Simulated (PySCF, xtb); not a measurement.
H₂P, SMILES [PH2], multiplicity 2.

Harmonic wavenumbers (cm⁻¹) from GFN2-xTB in xtb at its own minimum, in rising order: 1155, 2283, 2362.

Problem. What does PBE-D3(BJ)/def2-TZVPD (PySCF 2.14.0) give at its own minimum? (The exact figures need the calculation; the answer reports its results.)

Solution. 1077, 2306, 2318. Paired by order, the mean absolute difference is 48 cm⁻¹ and the zero-point energies are 8.3 and 8.2 kcal/mol.
